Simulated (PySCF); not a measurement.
## Mayer bond orders and bond lengths

Species: CH3CH2CHFCH3, C₄H₉F.
SMILES with atom numbers: `[CH3:1][CH2:2][C@H:3]([CH3:4])[F:5]` (hydrogens: H6, H7, H8 on C1; H9, H10 on C2; H11 on C3; H12, H13, H14 on C4)

Structure used (GFN2-xTB), in Å, numbered top down from 1:
```xyz
14
C4H9F angstrom
C      1.910   -0.250   -0.257
C      0.627    0.323    0.333
C     -0.618   -0.290   -0.302
C     -1.910    0.325    0.215
F     -0.639   -1.648   -0.019
H      1.984   -0.017   -1.317
H      1.923   -1.331   -0.140
H      2.778    0.164    0.249
H      0.592    1.403    0.180
H      0.598    0.127    1.407
H     -0.567   -0.225   -1.397
H     -1.959    1.374   -0.064
H     -2.766   -0.195   -0.208
H     -1.952    0.241    1.299
```

Bond orders from the PBE0/pcSseg-1 density (PySCF). Geometry: GFN2-xTB, one conformer, isolated molecule.

Problem. How far do the computed orders between heavy atoms stray from the drawn ones?

Solution. The largest departure is 0.141, at C3–F5 (drawn single, 0.859). Drawn single, order below 0.88: C3–F5 (0.859).

Problem. Give the Mayer order of every bond between heavy atoms, beside its length.

Solution. 
```
 bond  drawn as  length (Å)  Mayer order
C1–C2    single       1.524        1.059
C2–C3    single       1.526        1.001
C3–C4    single       1.521        1.048
C3–F5    single       1.387        0.859
```

By pair of heavy elements: C–C: lowest C2–C3 (1.001, 1.526 Å), highest C1–C2 (1.059, 1.524 Å).

Problem. And the bonds to hydrogen?

Solution. C–H: 0.94 to 0.97 (9 bonds).

Problem. Sum the orders of all bonds at each heavy atom with more than one neighbour and set the sums beside the valence in the SMILES.

Solution. C1 3.957 (drawn 4), C2 3.949 (drawn 4), C3 3.852 (drawn 4), C4 3.926 (drawn 4). Orders between atoms that aren't bonded are not in these sums.

Mayer orders depend on the basis set.
